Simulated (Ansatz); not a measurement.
Species, as SMILES: CCl (CH3-Cl).
Atoms: C1, Cl2, H3, H4, H5. Bonds: C1-Cl2, C1-H3, C1-H4, C1-H5.

Basis-set convergence of the lowest harmonic wavenumber at B3LYP with Ansatz (an electronic-structure program). Each level at its own minimum, finite differences of forces, unscaled; the reference is a large set that could be run, not a limit. Cartesian d functions, on some or all atoms, in 6-311+G**; all else is spherical. The program fits the integrals of some runs and decomposes those of others, by size. No added dispersion term, no relativity. Reference: the value in aug-pcseg-2, 710 cm⁻¹. Deviations are taken from unrounded values. Cost is core time over that of STO-3G, rough, on shared machines of one kind.

| basis | functions | lowest harmonic wavenumber (cm⁻¹) | minus reference (cm⁻¹) | cost |
|---|---|---|---|---|
| STO-3G | 17 | 828 | 118 | 1× |
| 6-31G | 28 | 649 | -61 | 2× |
| pcseg-0 | 28 | 620 | -91 | 1× |
| def2-SV(P) | 38 | 729 | 19 | 2× |
| def2-SVP | 47 | 727 | 17 | 2× |
| 6-311+G** | 71 | 709 | -1 | 3× |
| aug-cc-pV(D+d)Z | 82 | 712 | 2 | 5× |
| def2-TZVP | 86 | 712 | 2 | 3× |
| 6-311++G(2d,2p) | 92 | 705 | -5 | 3× |
| pcseg-2 | 106 | 711 | 1 | 4× |
| def2-TZVPP | 115 | 713 | 3 | 4× |
| def2-TZVPPD | 139 | 711 | 1 | 6× |
| aug-pcseg-2 | 165 | 710 | 0 | 8× |

The smallest set listed that lies within 50 cm⁻¹ of the reference with all its larger relatives (same family, alike in diffuse functions; a set with none counts only in the reference's own line) is def2-SV(P) (38 functions, 2× in cost, 19 cm⁻¹ off). Inside, with no larger relative to test it: pcseg-2, def2-TZVPPD. (Relatives not listed, tested too: jun-cc-pV(T+d)Z -1, 6-311++G(3df,3pd) 5, aug-cc-pV(T+d)Z -1 cm⁻¹.)
